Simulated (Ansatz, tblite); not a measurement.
Spin states of NaF₂⁻ (the lowest singlet isomer of a short search), each relaxed with r2SCAN-D4/def2-TZVPD in Ansatz. Electronic energies in the gas phase.

The xTB rows come from tblite. B3LYP takes the VWN-RPA correlation. Correlated methods freeze 3 core orbitals; core or outer-core shells of Na are correlated, in sets that lack core-valence functions. In CCSD on the charge -1 triplet the largest single amplitude is 0.22, so its Hartree–Fock determinant may place the open shell otherwise than the density functionals do. In the quintet geometry the species has come apart into loosely held pieces. The structure comes from a short search, and lower isomers may exist.

Singlet geometry (D∞h within 0.1 Å):

```xyz
3

Na    0.000    0.000    0.000
F    -0.124    2.003    0.395
F     0.124   -2.003   -0.395
```

Triplet geometry (C2v within 0.1 Å):

```xyz
3

Na   -0.125   -1.261   -0.075
F    -0.454    0.630    0.898
F     0.579    0.631   -0.822
```

Quintet geometry (D∞h within 0.1 Å):

```xyz
3

Na    0.000    0.001    0.000
F     1.401   -1.105    3.684
F    -1.401    1.104   -3.685
```

⟨S²⟩: triplet 2.01 at PBE0-D4/def2-TZVPD (pure 2.00), quintet 6.00 at PBE0-D4/def2-TZVPD (pure 6.00).

Run but left out: HF/STO-3G, HF/def2-TZVPD, HF/def2-TZVPPD, MP2/def2-TZVPD, MP2/def2-TZVPPD (triplet: a determinant that CCSD turns far, T1 0.054); GFN2-xTB (tight binding far off the other levels).

Only these spin states were relaxed. The quintet has fallen apart into loose fragments. The quintet has other bonds than the singlet, so the gap mixes isomer and spin.

Q: Estimate which spin state lies lowest at each of these levels, and by how much: GFN1-xTB; PBE-D4/def2-TZVPD; r2SCAN-D4/def2-TZVPD; B3LYP-D4/def2-TZVPD; PBE0-D4/def2-TZVPD; r2SCAN0-D4/def2-TZVPD; CCSD/def2-TZVPPD; CCSD(T)/def2-TZVPPD.

A: 
| level | triplet − singlet (kcal/mol) | quintet − singlet (kcal/mol) | lowest of these | remarks |
| --- | --- | --- | --- | --- |
| GFN1-xTB | 159.7 | 389.5 | singlet | – |
| PBE-D4/def2-TZVPD | 87.0 | 260.8 | singlet | HOMO above zero (quintet), HOMO above zero (triplet) |
| r2SCAN-D4/def2-TZVPD | 87.8 | 253.0 | singlet | HOMO above zero (quintet), HOMO above zero (triplet) |
| B3LYP-D4/def2-TZVPD | 94.0 | 257.4 | singlet | HOMO above zero (quintet), HOMO above zero (triplet) |
| PBE0-D4/def2-TZVPD | 90.9 | 246.1 | singlet | HOMO above zero (quintet), HOMO above zero (triplet) |
| r2SCAN0-D4/def2-TZVPD | 92.3 | 241.8 | singlet | HOMO above zero (quintet), HOMO above zero (triplet) |
| CCSD/def2-TZVPPD | 105.8 | 247.9 | singlet | HOMO above zero (quintet), large T1 (0.054) (triplet) |
| CCSD(T)/def2-TZVPPD | 105.2 | 253.8 | singlet | HOMO above zero (quintet), large T1 (0.054) (triplet) |

Change of the quintet − singlet gap on mixing in exact exchange, in kcal/mol: PBE to PBE0 (25 % exact exchange) -14.6; r2SCAN to r2SCAN0 (25 % exact exchange) -11.2. The xTB methods have no term that favours high spin, so they put low spin too low.
